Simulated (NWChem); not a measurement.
# triplet LiH: levels of theory compared

Aim: a comparison of 6 runs (U-r2SCAN/cc-pVTZ, U-wB97X/cc-pVTZ, UB3LYP/cc-pVTZ, UBHLYP/cc-pVTZ, UCAM-B3LYP/cc-pVTZ, UM06-L/cc-pVTZ) of triplet LiH. 

Program for the calculation: NWChem 7.3.0.

1 further run of the same task is left out (set aside as unsound or not needed).

**1. Starting point**

The species is LiH (2 atoms), meant as a triplet with charge 0. SMILES of the parent species: `[LiH]`. The bond length is the one measured for the parent species. That shape belongs to the parent species and isn't relaxed for this state.

Bond lengths: Li1–H2 1.596 Å.

**2. The energy at U-r2SCAN/cc-pVTZ (run 1)**

input.xyz

```xyz
2

Li     0.000000     0.000000     0.000000
H      0.000000     0.000000     1.595700
```

input.nw

```
start input
memory 2200 mb
charge 0

geometry noautosym nocenter noautoz
  load input.xyz
end

basis "ao basis" spherical bse
  * library cc-pVTZ
end

dft
  xc r2scan
  mult 3
  grid xfine
  convergence energy 1e-08
  maxiter 100
  mulliken
  print low
end

task dft energy
```

Run with:

```
nwchem input.nw > input.out
```

Output:

```text
[...]
 d= 0,ls=0.0,diis     1     -7.9304488803 -8.93D+00  1.53D-02  2.53D-02     0.4
[...]
 d= 0,ls=0.0,diis     6     -7.9517658652 -4.32D-10  2.27D-07  5.34D-12     2.2
[...]
         Total DFT energy =       -7.951765865185
      One electron energy =      -12.029488722698
           Coulomb energy =        5.248700296753
    Exchange-Corr. energy =       -2.165858524030
 Nuclear repulsion energy =        0.994881084790
[...]
      Total Density - Mulliken Population Analysis
     ---------------------------------------------
    Atom       Charge   Shell Charges
 -----------   ------   -------------------------------------------------------
    1 Li   3     3.18   2.00 -0.03  0.46  0.46  0.12  0.12  0.02  0.01  0.01  0.00
    2 H    1     0.82   0.19  0.49  0.13  0.00  0.00  0.00
[...]
      <S2> =      2.0000 (Exact =     2.0000)
[...]
```

Wall time 2.8 s (1 thread of AMD EPYC 9R45 (Zen 5), shared host); peak memory 0.11 GiB.

**3. A single-point energy at U-wB97X/cc-pVTZ (run 2)**

hli.nw

```
echo
start hli
title "HLi"
memory stack 880 mb heap 220 mb global 1100 mb
charge 0

geometry units angstroms noautosym nocenter noautoz
  Li       0.000000       0.000000       0.000000
  H        0.000000       0.000000       1.595700
end

basis spherical bse
  * library cc-pVTZ
end

dft
  xc wb97x
  mult 3
  grid xfine
  convergence energy 1e-08
  iterations 100
  mulliken
end

task dft energy
```

Run with:

```
nwchem hli.nw > hli.out
```

Output:

```text
[...]
          Wavefunction type:  spin polarized.
          No. of atoms     :     2
          No. of electrons :     4
[...]
          Charge           :     0
          Spin multiplicity:     3
[...]
          AO basis - number of functions:    44
[...]
              XC Information
              --------------
                       wb97x  Method XC Functional
                     Hartree-Fock (Exact) Exchange  1.000
                         wb97x Exchange Functional  1.000
                      wb97x Correlation Functional  1.000
[...]
 d= 0,ls=0.0,diis     1     -7.9289448602 -8.92D+00  9.51D-03  2.50D-02     0.6
[...]
 d= 0,ls=0.0,diis     8     -7.9491905988 -1.57D-09  2.78D-06  1.57D-10     4.6
[...]
         Total DFT energy =       -7.949190598790
      One electron energy =      -12.017997108318
           Coulomb energy =        5.240632342715
    Exchange-Corr. energy =       -2.166706917977
 Nuclear repulsion energy =        0.994881084790
[...]
      Total Density - Mulliken Population Analysis
     ---------------------------------------------
    Atom       Charge   Shell Charges
 -----------   ------   -------------------------------------------------------
    1 Li   3     3.17   2.02 -0.04  0.43  0.48  0.10  0.13  0.03  0.01  0.01  0.00
    2 H    1     0.83   0.19  0.49  0.14  0.00  0.00  0.00
[...]
      <S2> =      2.0000 (Exact =     2.0000)
[...]
```

It took 5.1 s on 1 thread of AMD EPYC 9R45 (Zen 5), shared host; peak memory 0.11 GiB.

Runs 3 to 4 aren't shown in full; the table further down has their settings and results.

**4. A single-point energy at UCAM-B3LYP/cc-pVTZ (run 5)**

nw.nw

```
START nw
memory total 2200 mb

GEOMETRY units angstroms noautosym nocenter noautoz
 Li       0.000000       0.000000       0.000000
 H        0.000000       0.000000       1.595700
END

BASIS spherical bse
 * library cc-pVTZ
END

DFT
 xc xcamb88 1.00 lyp 0.81 vwn_5 0.19 hfexch 1.00
 cam 0.33 cam_alpha 0.19 cam_beta 0.46
 mult 3
 grid xfine
 convergence energy 1e-08
 direct
 maxiter 100
 mulliken
 print medium
END

TASK dft energy
```

Run with:

```
nwchem nw.nw > nw.out
```

Output:

```text
[...]
          Wavefunction type:  spin polarized.
          No. of atoms     :     2
          No. of electrons :     4
[...]
          Charge           :     0
          Spin multiplicity:     3
[...]
          AO basis - number of functions:    44
[...]
              XC Information
              --------------
                     Hartree-Fock (Exact) Exchange  1.000
                   CAM-Becke88 Exchange Functional  1.000
                      VWN V Correlation Functional  0.190 local
              Lee-Yang-Parr Correlation Functional  0.810
[...]
 d= 0,ls=0.0,diis     1     -7.9189468642 -8.91D+00  1.10D-02  2.53D-02     0.4
[...]
 d= 0,ls=0.0,diis     7     -7.9401808787 -3.64D-09  1.62D-06  1.06D-10     2.7
[...]
         Total DFT energy =       -7.940180878663
      One electron energy =      -12.031461892835
           Coulomb energy =        5.245494238004
    Exchange-Corr. energy =       -2.149094308621
 Nuclear repulsion energy =        0.994881084790
[...]
      Total Density - Mulliken Population Analysis
     ---------------------------------------------
    Atom       Charge   Shell Charges
 -----------   ------   -------------------------------------------------------
    1 Li   3     3.20   1.98 -0.01  0.50  0.44  0.13  0.11  0.03  0.02  0.01  0.01
    2 H    1     0.80   0.19  0.47  0.13  0.00  0.00  0.00
[...]
      <S2> =      2.0000 (Exact =     2.0000)
[...]
```

Wall time 3.3 s (1 thread of AMD EPYC 9R45 (Zen 5), shared host); peak memory 0.11 GiB.

**5. A single-point energy at UM06-L/cc-pVTZ (run 6)**

mol.nw

```
start mol
title "HLi"
memory stack 880 mb heap 220 mb global 1100 mb
geometry noautosym nocenter noautoz
   Li       0.000000       0.000000       0.000000
   H        0.000000       0.000000       1.595700
end
basis spherical bse
   Li library cc-pVTZ
   H library cc-pVTZ
end
dft
   xc m06-l
   mult 3
   grid xfine
   convergence energy 1e-08
   iterations 100
   mulliken
end
task dft
```

Run with:

```
nwchem mol.nw > mol.out
```

Output:

```text
[...]
          Wavefunction type:  spin polarized.
          No. of atoms     :     2
          No. of electrons :     4
[...]
          Charge           :     0
          Spin multiplicity:     3
[...]
          AO basis - number of functions:    44
[...]
              XC Information
              --------------
                        M06-L Method XC Functional
                         M06-L Exchange Functional  1.000
                       M06-L Correlation Potential  1.000
[...]
 d= 0,ls=0.0,diis     1     -7.9346196380 -8.93D+00  1.58D-02  2.57D-02     0.5
[...]
 d= 0,ls=0.0,diis    10     -7.9573299365 -1.81D-09  4.73D-07  2.84D-11     4.1
[...]
         Total DFT energy =       -7.957329936507
      One electron energy =      -12.014210842066
           Coulomb energy =        5.243146739695
    Exchange-Corr. energy =       -2.181146918925
 Nuclear repulsion energy =        0.994881084790
[...]
      Total Density - Mulliken Population Analysis
     ---------------------------------------------
    Atom       Charge   Shell Charges
 -----------   ------   -------------------------------------------------------
    1 Li   3     3.10   2.01 -0.03  0.31  0.43  0.10  0.23  0.00  0.01  0.02  0.00
    2 H    1     0.90   0.19  0.53  0.18  0.00  0.00  0.00
[...]
      <S2> =      2.0001 (Exact =     2.0000)
[...]
```

Wall time 4.8 s (1 thread of AMD EPYC 9R45 (Zen 5), shared host); peak memory 0.11 GiB.

**6. All runs side by side**

```csv
run,level,energy (Eh),⟨S²⟩,wall time
1,U-r2SCAN/cc-pVTZ,-7.951766,2.000,2.8 s
2,U-wB97X/cc-pVTZ,-7.949191,2.000,5.1 s
3,UB3LYP/cc-pVTZ,-7.965013,2.000,2.7 s
4,UBHLYP/cc-pVTZ,-7.952877,2.000,2.3 s
5,UCAM-B3LYP/cc-pVTZ,-7.940181,2.000,3.3 s
6,UM06-L/cc-pVTZ,-7.957330,2.000,4.8 s
```

**7. Summary of results**

| quantity | value |
| --- | --- |
| run 6: total energy | -7.95733 Eh |
| run 6: dipole moment | 4.44 D |
| run 6: HOMO energy (highest over α and β) | -2.53 eV |
| run 6: LUMO energy (lowest over α and β) | -1.07 eV |
| run 6: ⟨S²⟩ | 2.000 |

**Reading.** Over runs 2, 3, 4, 5, 6 the dipole moment (its size) runs from 4.14 D (UB3LYP/cc-pVTZ) to 4.52 D (U-wB97X/cc-pVTZ). Totals of different functionals can't be ranked against each other. All runs together took 21 s, the longest 5.1 s.
